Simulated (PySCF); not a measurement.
Deuteron quadrupole couplings in `[H]/P=C(/F)C=C`

Species: C3H4FP.
Structure used (GFN2-xTB), in Å, numbered top down from 1:
```
atom  x, y, z in Å
C1    -1.5560   -0.1524    0.0458
C2    -0.2733   -0.2114   -0.3153
C3     0.8003    0.3573    0.4501
F4     0.4262    0.9780    1.5921
P5     2.4593    0.3521    0.1144
H6    -1.8620    0.3373    0.9549
H7    -2.3318   -0.5914   -0.5560
H8     0.0279   -0.7049   -1.2294
H9     2.3229   -0.3586   -1.0818
```

Level: PBE0/pcSseg-1 (PySCF, non-relativistic); Q(2H) = 0.00286 b; rigid geometry, the same for H and D, with no vibrational averaging.

Task: Rank these positions by the coupling χzz of a deuteron there, largest first.
A. H8 (vinylic hydrogen)
B. H9 (P–H hydrogen)
C. H6 (vinylic hydrogen)
D. H7 (vinylic hydrogen)

Result: D (227 kHz), C (223 kHz), A (216 kHz), B (131 kHz).

Task: Give the electric field gradient Vzz (the principal value of largest size), its asymmetry and the 2H coupling at each hydrogen.

Result: 
```json
{"atom": "H6", "bonded to": "C1", "bond length (Å)": "1.077", "Vzz (au)": "0.3313", "η": "0.04", "χzz (kHz)": "223"}
{"atom": "H7", "bonded to": "C1", "bond length (Å)": "1.076", "Vzz (au)": "0.3376", "η": "0.04", "χzz (kHz)": "227"}
{"atom": "H8", "bonded to": "C2", "bond length (Å)": "1.082", "Vzz (au)": "0.3210", "η": "0.08", "χzz (kHz)": "216"}
{"atom": "H9", "bonded to": "P5", "bond length (Å)": "1.398", "Vzz (au)": "0.1943", "η": "0.08", "χzz (kHz)": "131"}
```

Task: Average by the element that carries the hydrogen.

Result: on C: 222 kHz over 3 positions, mean bond length 1.078 Å; on P: 131 kHz over 1 position, mean bond length 1.398 Å.

The structure is a single GFN2-xTB conformer in the gas phase; no vibrational or solvent corrections. GFN2-xTB bond lengths can be off by several hundredths of an ångström, more for odd bonds, and the gradients follow them. These gradients aren't converged with respect to the basis.
